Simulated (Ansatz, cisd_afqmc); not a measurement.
Species: C$_{2}$H$_{3}$O, charge 0, doublet. C2H3O (SMILES [CH2]C=O, doublet).
B3LYP-D3(BJ)/def2-TZVP minimum from Ansatz (an electronic-structure program):
```
C
O 1 1.2320
H 1 1.1046 2 120.09
C 1 1.4198 3 116.82 2 -180.00
H 4 1.0821 1 121.11 3 0.00
H 4 1.0821 5 119.53 1 180.00
```
Charge 0, spin multiplicity 2.

Total energies in cc-pVDZ, 17 correlated electrons, 3 frozen orbitals. Open shells are spin-unrestricted; no spin-orbit coupling. Correlated methods leave the cores frozen. No relativity. The Monte Carlo rows (phaseless AFQMC, CISD trial, step 0.005/hartree) carry one-sigma bars that omit the constraint's bias. Outlying blocks are dropped, and bars are widened where a walk drifts. Over all cases where full CI ran beside it in this data, AFQMC minus full CI had a median of +0.1 mEh and passed +0.4 mEh in a tenth of the cases. The UHF reference of C2H3O ([CH2]C=O, doublet) is spin-contaminated (<S^2> up to 0.18 over the pure value in the sets run).

```
method         program         energy (Eh)  minus CCSDT(Q) (mEh)
----------  ----------  ------------------  --------------------
HF              Ansatz          -152.31340                461.48
MP2             Ansatz          -152.71753                 57.35
CCSD            Ansatz          -152.75892                 15.95
CCSD(T)         Ansatz          -152.77223                  2.65
CCSDT(Q)        Ansatz          -152.77487                  0.00
AFQMC/CISD  cisd_afqmc  -152.7739 ± 0.0004             1.0 ± 0.4
```

Rough core times of Ansatz's runs on a shared machine: CCSD(T) under 20 s, CCSDT(Q) 5 min.
